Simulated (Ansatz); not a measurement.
`[SiH]S`. Charge 0, multiplicity 1.

```xyz
4

Si    0.290    0.979   -0.429
S    -0.294   -0.847    0.465
H     0.792    0.202   -1.641
H    -0.788   -0.333    1.606
```

Problem. Give the diagnostics of a CCSD(T)/def2-TZVPP run (frozen core, Ansatz 0.2.0). (Estimate.)

Solution. Computed: T1 = 0.0165, largest single amplitude 0.036, largest double 0.076, (T) share of the correlation energy 4.5 %, 10 CCSD cycles. The RHF solution is unstable towards an unrestricted one. T1 lies under the customary mark of 0.02 for closed shells.
